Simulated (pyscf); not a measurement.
A first-order saddle from PySCF, ωB97X-D3(BJ)/def2-SVP:

```xyz
5

S      0.2276    -0.4191     0.3535
H     -1.8975     0.2090     0.8157
H      0.0545    -1.7408     0.5641
O     -1.5000    -0.0908    -0.0194
H     -2.7360    -0.2076    -0.8212
```
Charge 0, spin multiplicity 2.

Surface: doublet, charge 0. Lowest wavenumbers (cm⁻¹): 1429i, 214, 372, 445, 746.

**Question.** Name the species on either side of this saddle.

**Answer.** HO–SH (SMILES OS) + H• (SMILES [H]) ⇌ SH• (SMILES [SH]) + H₂O (SMILES O), a substitution at O read from left to right: O–S broken and H–O formed. At CCSD(T)/def2-TZVPP + ΔMP2(QZVPP) it lies +45.5 kJ/mol from the left side and +265.3 kJ/mol from the right (each side as separated species at their lowest minima found). One saddle was located; it need not be the lowest between these sides. The angle at the attacked O is 154°. The CCSD(T) − MP2 part came from Ansatz, without density fitting, on the same reference. Left out: the spin-orbit lowering of SH.
